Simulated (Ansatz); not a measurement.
chloromethane (SMILES CCl) moved off its minimum; all values from Ansatz (an electronic-structure program), cores frozen in correlated methods.
(charge 0, multiplicity 1)
```xyz
5

C     -1.10276    -0.01348     0.09010
Cl     0.71397     0.02735     0.04723
H     -1.50979    -0.63868    -0.83130
H     -1.45897    -0.53864     0.87146
H     -1.41098     1.08178    -0.25536
```

Forces at PBE/def2-TZVPP (eV/Å):

```
atom      Fx      Fy      Fz
----  ------  ------  ------
C1     0.542   2.410  -6.584
Cl2   -0.588  -0.281   0.154
H3     1.106   0.921   1.366
H4    -1.219  -0.929   3.412
H5     0.159  -2.120   1.652
```

Problem. Give the forces (eV/Å), the total energy and the dipole at CCSD(T)/aug-cc-pV(T+d)Z.

Solution. 
```json
[
 {"atom": "C1", "Fx": "0.353", "Fy": "2.301", "Fz": "-6.784"},
 {"atom": "Cl2", "Fx": "-0.686", "Fy": "-0.294", "Fz": "0.158"},
 {"atom": "H3", "Fx": "1.243", "Fy": "1.035", "Fz": "1.530"},
 {"atom": "H4", "Fx": "-1.122", "Fy": "-0.737", "Fz": "3.303"},
 {"atom": "H5", "Fx": "0.212", "Fy": "-2.304", "Fz": "1.794"}
]
```
Energy -499.5531 hartree, dipole 1.90 D.
